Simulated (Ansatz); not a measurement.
**CHB+ (quartet): from Hartree-Fock to the top rungs, cc-pVTZ**

How much of the correlation energy of CHB+ (quartet) does each wave-function method recover here?

Computed with Ansatz 0.2.0, Gaussian basis. Level: cc-pVTZ, core rule «outside noble gas», up to 2 orbitals frozen.

The runs, in order: UHF; CCSD(T) on ROHF; CCSD(T) on UHF; BCCD(T) on ROHF; CCSDT(Q) on ROHF; CCSDT(Q) on UHF; CASSCF and MRCISD+Q, 7 electrons in 9 orbitals; CASSCF and NEVPT2, 7 electrons in 9 orbitals.

10 further runs of the same task are left out: 6 for a known fault of the program, 4 set aside as unsound or not needed.

**1. The geometry**

The geometry is a PBE0/def2-TZVP stationary point (not a proven minimum) of the parent state, kept for this charge and spin.

3 atoms, charge 1, spin multiplicity 4.

Atoms are counted from 1 here; the program's logs count them from 0.

Bond lengths: B1–C2 1.449 Å, B1–H3 1.179 Å. Angles: C2–B1–H3 180.0°.

Coordinates:

```
B     0.00000    0.00000    0.09007
C     0.00000    0.00000   -1.35885
H     0.00000    0.00000    1.26878
```

**2. UHF**

Input file in.yaml:

```yaml
crystal:
  periodic: [false, false, false]
  atoms:
    - {symbol: B, position_ang: [0.000000, 0.000000, 0.090069]}
    - {symbol: C, position_ang: [0.000000, 0.000000, -1.358850]}
    - {symbol: H, position_ang: [0.000000, 0.000000, 1.268781]}
basis:
  gaussian: {orbitals: cc-pVTZ}
total_charge: 1
magnetization: {spin_polarized: true, initial_magnetization: 3}
hamiltonian: {xc: hf}
output: {orbitals: {seedname: orbitals}}
```

Run with:

```
$ ansatz run in.yaml --threads 1 --pin off --events-out ev --progress --plain --max-ram 2816MiB --backend cpu
```

The runs that follow: CCSD(T) on ROHF; CCSD(T) on UHF; BCCD(T) on ROHF; CCSDT(Q) on ROHF; CCSDT(Q) on UHF; CASSCF and MRCISD+Q, 7 electrons in 9 orbitals; CASSCF and NEVPT2, 7 electrons in 9 orbitals.

Before running them: what should the planned runs give, taken together? Wanted: UCCSDT(Q) below the RHF energy; RMP2 from UCCSDT(Q); UMP2 from UCCSDT(Q); RCCSD from UCCSDT(Q); RCCSD(T) from UCCSDT(Q); UCCSD(T) from UCCSDT(Q); RCCSDT(Q) from UCCSDT(Q); NEVPT2 valence from UCCSDT(Q); MRCISD+Q valence from UCCSDT(Q).

**Answer**, as computed:

| quantity | value |
| --- | --- |
| UCCSDT(Q) below the RHF energy | -4.3554 eV |
| RMP2 from UCCSDT(Q) | +19.72 kcal/mol |
| UMP2 from UCCSDT(Q) | +19.86 kcal/mol |
| RCCSD from UCCSDT(Q) | +4.04 kcal/mol |
| RCCSD(T) from UCCSDT(Q) | +0.80 kcal/mol |
| UCCSD(T) from UCCSDT(Q) | +0.77 kcal/mol |
| RCCSDT(Q) from UCCSDT(Q) | +0.04 kcal/mol |
| NEVPT2 valence from UCCSDT(Q) | +14.05 kcal/mol |
| MRCISD+Q valence from UCCSDT(Q) | +0.59 kcal/mol |
| levels within 1 kcal/mol (43 meV) | RCCSD(T), UCCSD(T), BCCD(T), RCCSDT, UCCSDT, RCCSDT(Q), MRCISD+Q valence |
| T1 diagnostic | 0.027 |
| effectively unpaired electrons | 3.01 |

RCCSD(T) lands +0.80 kcal/mol from the yardstick (0.8 % of the correlation energy). One determinant dominates. Of the multireference levels listed MRCISD+Q valence comes nearest in total energy (+0.59 kcal/mol), which doesn't show that its space is the better one. These misses are within one basis, not against nature; the frozen cores of restricted and unrestricted runs differ, which can shift their rows.
